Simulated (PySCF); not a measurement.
Species: PH3.
SMILES with atom numbers: `[PH3:1]` (hydrogens: H2, H3, H4 on P1)

A GFN2-xTB structure was refined with PBE0-D3(BJ)/def2-SVP geometry optimisation, gas phase (PySCF). Its GFN2-xTB values:

| coordinate | GFN2-xTB |
| --- | --- |
| P1–H2 | 1.416 Å |
| P1–H3 | 1.360 Å |
| H2–P1–H3 | 91.3° |

Task: How do these coordinates change at the PBE0-D3(BJ)/def2-SVP level?

Result: 
```json
{"coordinate": "P1–H3", "PBE0-D3(BJ)/def2-SVP (Å or °)": "1.429", "change": "+0.069"}
{"coordinate": "P1–H2", "PBE0-D3(BJ)/def2-SVP (Å or °)": "1.429", "change": "+0.013"}
{"coordinate": "H2–P1–H3", "PBE0-D3(BJ)/def2-SVP (Å or °)": "93.0", "change": "+1.7"}
```

The energy falls by 10.7 kJ/mol over 4 energy and gradient evaluations, the largest force component goes from 0.0323 to 7.8e-05 Eh/bohr, and the atoms move by 0.051 Å rms after alignment. The bond that changes most is P1–H3 (phosphine phosphorus to P–H hydrogen), which lengthens by 0.069 Å. Bonds longer at the end by more than 0.005 Å: 3 of 3; shorter: 0. Rotational constants go from 141521, 137137, 127936 to 131470, 131450, 116795 MHz.

The run used 33 basis functions and 22 SCF cycles in all. Hardware: one thread, Arm Neoverse V2 (aarch64), shared host with 96 logical CPUs at a one-minute load of 43. Cost: 1.0 s wall, 0.24 GiB resident at most.

No PBE0-D3(BJ)/def2-SVP frequencies stand behind this structure, so it isn't proved a minimum.
